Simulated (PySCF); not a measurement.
**Dipole moment and polarisability of triphosphine**

Compound: triphosphine, P₃H₅.
Numbering: `[PH2:1][PH:2][PH2:3]` (hydrogens: H4, H5 on P1; H6 on P2; H7, H8 on P3)

Structure used (PBE0-D3(BJ)/def2-SVP), in Å, numbered top down from 1:
```xyz
8
P3H5 angstrom
P      1.698   -0.176   -0.176
P     -0.012   -0.501    1.245
P     -1.607   -0.356   -0.329
H      1.627    1.248   -0.062
H      2.682   -0.263    0.859
H      0.070   -1.925    1.121
H     -1.718    1.065   -0.202
H     -2.666   -0.576    0.607
```

Level: CAM-B3LYP/def2-SVPD (PySCF), static field, nuclei fixed, core orbitals frozen in the response. The polarisability tensor in these axes (au):

```
x   106.33   2.28   1.47
y     2.28  68.68  -3.98
z     1.47  -3.98  79.01
```

Task: Diagonalise the tensor; give its mean and Δα, where Δα² is half the sum of the squared differences of the eigenvalues.

Result: Principal values 67.14, 80.35 and 106.52 au; mean 84.67 au = 12.55 Å³ = 13.96 × 10⁻⁴⁰ C²·m²/J; Δα = 34.71 au (41 % of the mean).

Task: What is the dipole moment, and where does it point?

Result: (-0.04, 0.25, 0.54) D, 0.60 D in size, pointing from the negative to the positive side. Measured along this direction, the outermost atoms are P1 and P3 at the negative end and P2 at the positive end.

Task: How large is μ²/3kT at 250 K beside α?

Result: In Gaussian units μ²/3kT = 3.47 Å³ against 12.55 Å³, a ratio of 0.28; the Debye molar polarisation (4π/3)N_A(α + μ²/3kT) is 40.4 cm³/mol, leaving out the vibrational part.

Task: What molar refraction does this α imply?

Result: Lorentz–Lorenz: R = (4π/3)N_A α = 2.5225 cm³/(mol·Å³) × 12.55 Å³ = 31.7 cm³/mol, in the limit of long wavelengths.

Task: In TDDFT the mean static polarisability is Σ f/ω² over all singlet excitations (ω in hartree). How much of it do the 10 lowest give? Their energies (eV) and oscillator strengths: 5.24, 0.0550; 5.37, 0.1444; 5.60, 0.0251; 5.72, 0.0141; 6.47, 0.0699; 6.62, 0.0291; 6.78, 0.0967; 6.93, 0.0027; 7.16, 0.0127; 7.33, 0.0024.

Result: They add up to 9.65 au, 11.4 % of the 84.67 au; the largest single term is 3.71 au, from the state at 5.37 eV. Terms in order: 1.48, 3.71, 0.59, 0.32, 1.24, 0.49, 1.56, 0.04, 0.18, 0.03 au. Higher excitations give the rest. The strengths listed sum to 0.452.

Task: What would n − 1 = 2πNα be for an ideal gas of these molecules at 350 K and 1 atm, electronic part alone?

Result: N = p/kT = 2.0968 × 10¹⁹ cm⁻³, so n − 1 = 2π × N × 12.55 × 10⁻²⁴ cm³ = 1653 × 10⁻⁶ at long wavelengths, for an ideal gas.

Task: Traceless (Buckingham) quadrupole moment about the centre of nuclear charge: eigenvalues?

Result: -7.42, 3.42, 4.00 D·Å. The values depend on the origin, since the dipole doesn't vanish. The electronic extent ⟨r²⟩ about the same centre is 575 bohr², a root-mean-square distance of 1.79 Å for the 50 electrons.

Geometry: PBE0-D3(BJ)/def2-SVP, one conformer, isolated molecule.

The run behind these numbers computed excited states and ΔSCF ions as well. The run took 11 s wall on one thread, Intel Xeon Platinum 8488C (x86_64), no GPU, shared host with 192 logical CPUs at a one-minute load of 98, and the process peaked at 0.53 GiB of memory.
